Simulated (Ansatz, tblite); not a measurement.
Isomers of Si3H6⁻ (doublet), found by a short tight-binding search and relaxed with PBE0-D4/def2-TZVPD in Ansatz.

The xTB rows come from tblite. B3LYP takes the VWN-RPA correlation. Correlated methods freeze 15 core orbitals.

A: At CCSD(T)/def2-TZVPD the charge -1 doublet is spin-contaminated (final ⟨S²⟩ up to 0.84, 0.75 for a pure state). At PBE-D4/def2-TZVPD, revPBE-D4/def2-TZVPD the highest occupied level of the charge -1 doublet lies above zero (up to 0.24 eV). It is a level of α spin, whose loss leaves a singlet; that state wasn't run at this geometry and level. The electron is either unbound and held by the finite basis, or the level is raised by self-interaction error. B: At PBE-D4/def2-TZVPD, revPBE-D4/def2-TZVPD, r2SCAN-D4/def2-TZVPD the highest occupied level of the charge -1 doublet lies above zero (up to 0.42 eV). By energy differences its removal costs 2.19 eV (vertical, to the charge 0 singlet, at PBE0-D4/def2-TZVPD). C: At PBE-D4/def2-TZVPD, revPBE-D4/def2-TZVPD, r2SCAN-D4/def2-TZVPD, B3LYP-D4/def2-TZVPD the highest occupied level of the charge -1 doublet lies above zero (up to 0.81 eV). It is a level of α spin, whose loss leaves a singlet; that state wasn't run at this geometry and level. The electron is either unbound and held by the finite basis, or the level is raised by self-interaction error.

Other spin states weren't relaxed.

A:

Cartesian coordinates in Å:
```
Si 1.157 -0.918 -0.855
Si -0.876 0.144 -0.534
Si 0.334 1.273 1.087
H 1.207 -1.918 -2.000
H 0.562 0.264 2.185
H -2.232 -0.514 -0.367
H -0.411 2.383 1.815
H 1.338 -1.802 0.353
H -1.079 1.087 -1.685
```

B:

```xyz
9

Si   -1.0184    0.4275   -1.1575
Si    0.8880   -0.2105    1.7858
Si    0.9557   -0.6439   -0.4889
H     1.2996    1.2275    2.0226
H    -0.9777    1.9058   -0.8905
H     0.4448   -2.0768   -0.5544
H    -2.3336   -0.0152   -0.5761
H     1.9972   -0.9572    2.5026
H    -1.2557    0.3429   -2.6436
```

C:

Cartesian coordinates in Å:
```
Si -0.3590 -0.3403 1.4724
Si 1.0344 -0.0674 -0.3737
Si -1.1721 0.4411 -0.9187
H -0.6709 -1.8139 1.4714
H -1.2404 1.9395 -0.7814
H 2.0816 1.0114 -0.3615
H -1.6216 0.2271 -2.3734
H 0.2495 -0.1381 2.8699
H 1.6986 -1.2593 -1.0050
```

Q: Estimate which lies lowest at each level, and how far above it the others are (eV).

A: 
| level | A | B | C |
| --- | --- | --- | --- |
| GFN1-xTB | 0.51 | 0.00 | 0.32 |
| GFN2-xTB | 0.78 | 0.00 | 1.14 |
| HF/def2-TZVPD | 0.98 | 0.00 | 1.11 |
| PBE-D4/def2-TZVPD | 0.59 | 0.00 | 0.65 |
| revPBE-D4/def2-TZVPD | 0.61 | 0.00 | 0.73 |
| r2SCAN-D4/def2-TZVPD | 0.64 | 0.00 | 0.68 |
| B3LYP-D4/def2-TZVPD | 0.70 | 0.00 | 0.86 |
| PBE0-D4/def2-TZVPD | 0.66 | 0.00 | 0.70 |
| MP2/def2-TZVPD | 0.76 | 0.00 | 0.80 |
| CCSD/def2-TZVPD | 0.79 | 0.00 | 0.85 |
| CCSD(T)/def2-TZVPD | 0.74 | 0.00 | 0.80 |
Point groups (tolerance 0.1 Å): A Cs, B not assigned, C C2. Lower isomers may exist.
